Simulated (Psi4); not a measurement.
Psi4 input (wB97X-D/6-31G*):

```
memory 1500 MB

molecule {
0 2
N    -0.01032444   -0.06137292    1.37552030
C     0.01111261   -0.05076901   -1.42111101
C    -0.00948800    1.07811280    0.68708221
C    -0.00060027   -1.22012757    0.69870174
C     0.00986232   -1.19836935   -0.67466053
C     0.00091708    1.14604722   -0.70227612
H     0.01945816   -0.05794193   -2.50410661
H    -0.01757351    1.98825720    1.27697845
H    -0.00150087   -2.13337060    1.28042934
H     0.00106483    2.10330131   -1.20836099
symmetry c1
no_reorient
no_com
}

set {
  basis 6-31G*
  reference uks
  scf_type pk
  dft_radial_points 99
  dft_spherical_points 590
  e_convergence 1e-8
  d_convergence 1e-7
  maxiter 150
}

e = energy('wb97x-d')
print_out(f'\nFINAL {e:.10f} DIPOLE {variable("CURRENT DIPOLE")[0]:.6f} {variable("CURRENT DIPOLE")[1]:.6f} {variable("CURRENT DIPOLE")[2]:.6f}\n')
```

From the last part of the output:

```
              A
    DOCC [    20 ]
    SOCC [     1 ]
    NA   [    21 ]
    NB   [    20 ]

  @UKS Final Energy:  -247.50447989209815

   => Energetics <=

    Nuclear Repulsion Energy =            197.6472730720762740
    One-Electron Energy =                -724.0540488689142649
    Two-Electron Energy =                 303.3019289451923441
    DFT Exchange-Correlation Energy =     -24.3969461387505433
    Empirical Dispersion Energy =          -0.0026869017019447
    VV10 Nonlocal Energy =                  0.0000000000000000
    Total Energy =                       -247.5044798920981464

  UHF NO Occupations:
  HONO-2 :   19  A 1.9992455
  HONO-1 :   20  A 1.9963032
  HONO-0 :   21  A 1.0000000
  LUNO+0 :   22  A 0.0036968
  LUNO+1 :   23  A 0.0007545
  LUNO+2 :   24  A 0.0004212
  LUNO+3 :   25  A 0.0001732

Computation Completed

Properties will be evaluated at   0.000000,   0.000000,   0.000000 [a0]

Properties computed using the SCF density matrix

 Multipole Moments:

 ------------------------------------------------------------------------------------
     Multipole            Electronic (a.u.)      Nuclear  (a.u.)        Total (a.u.)
 ------------------------------------------------------------------------------------

 L = 1.  Multiply by 2.5417464519 to convert [e a0] to [Debye]
 Dipole X            :          0.0040409           -0.0000001            0.0040408
 Dipole Y            :          0.3264063            0.0000002            0.3264064
 Dipole Z            :         -0.6921489            0.0000001           -0.6921489
 Magnitude           :                                                    0.7652631

 ------------------------------------------------------------------------------------

FINAL -247.5044798921 DIPOLE 0.004041 0.326406 -0.692149

*** Psi4 exiting successfully. Buy a developer a beer!
```
